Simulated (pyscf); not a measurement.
Single points on ωB97X-D3(BJ)/def2-SVP structures (PySCF, gas phase).

Estimate the classical barrier height and the reaction energy of H₂N–SiH₂–Cl + H₂O → H₂N–SiH(OH)–Cl + H₂ at ωB97M-D3(BJ)/def2-TZVP. The step runs on the singlet surface, breaks H–Si, H–O and forms O–Si, H–H; take the separated reactants as zero.

ΔE‡ = 1.45 eV, ΔE = -0.97 eV. Zero-point energy shifts the barrier by -0.01 eV. It is a four-centre exchange, with an imaginary mode of 1459i cm⁻¹. On the reactant side the descent ends in a complex (not fully relaxed), 0.23 eV under the separated species and 1.70 eV under the saddle at ωB97X-D3(BJ)/def2-TZVP. At the saddle there is also a short H–Si contact that neither side keeps. The same reactants have a lower exit, to H₂N–SiH₂–OH + HCl (barrier +0.57 eV at ωB97M-D3(BJ)/def2-TZVP, against +1.45 eV here). One saddle was located; it need not be the lowest between these sides.
